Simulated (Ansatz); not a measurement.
## Relative energy of two structures of HNO

Structure I: a triplet given by its coordinates. Structure II: the triplet with the links of `N=O`. Both are isolated molecules in the gas phase, relaxed with PBE0-D4/def2-TZVP.

I (Å):

```xyz
3

N    -0.9516    0.2534    0.5935
O    -0.2607   -0.5730   -0.1521
H    -0.5158   -1.4849    0.0654
```

Close contacts (Å): N1–O2 1.31, O2–H3 0.97.

II (Å):

```tsv
atom	x (Å)	y (Å)	z (Å)
N	-3.0310	4.2721	1.7395
O	-3.2510	3.3780	0.9497
H	-3.6783	4.4388	2.5207
```

Problem. Which of the two would you expect CCSD(T)/def2-QZVPP electronic energies to favour?

Solution. Structure II; the calculation gives E(II) − E(I) = −6.9 kcal/mol.

The same difference at several levels:

```json
{"level": "PBE0-D4/def2-TZVP", "geometry": "PBE0-D4/def2-TZVP", "E(II) − E(I) (kcal/mol)": "−10.2", "departure from the last row (kcal/mol)": "−3.4", "job, with rough time for the two": "optimisation, 17 s"}
{"level": "HF/def2-QZVPP", "geometry": "PBE0-D4/def2-TZVP", "E(II) − E(I) (kcal/mol)": "+6.5", "departure from the last row (kcal/mol)": "+13.4", "job, with rough time for the two": "part of the CCSD(T) run"}
{"level": "MP2/def2-QZVPP", "geometry": "PBE0-D4/def2-TZVP", "E(II) − E(I) (kcal/mol)": "−6.5", "departure from the last row (kcal/mol)": "+0.4", "job, with rough time for the two": "part of the CCSD(T) run"}
{"level": "CCSD(T)/def2-QZVPP", "geometry": "PBE0-D4/def2-TZVP", "E(II) − E(I) (kcal/mol)": "−6.9", "departure from the last row (kcal/mol)": "", "job, with rough time for the two": "single point, 48 s"}
```

HF/def2-QZVPP puts the two in the other order. The largest departure from CCSD(T)/def2-QZVPP is that of HF/def2-QZVPP, 13.4 kcal/mol. At CCSD(T)/def2-QZVPP a singlet with the links of II lies below this triplet. Levels run at GFN2-xTB geometries aren't shown. The triplet state of I needn't be its ground state.

With harmonic frequencies from PBE0-D4/def2-TZVP (ideal gas, rigid rotor, one conformer each, 298.15 K, 1 atm): the zero-point term adds −0.1 kcal/mol; ΔH is −7.0 and ΔG −6.9 kcal/mol.

Open shells are spin-unrestricted. The correlated steps freeze 2 core orbitals. Programs: Ansatz 0.2.0; the last row on 1 thread of Intel(R) Xeon(R) Platinum 8375C CPU @ 2.90GHz (Ice Lake) on a shared host.
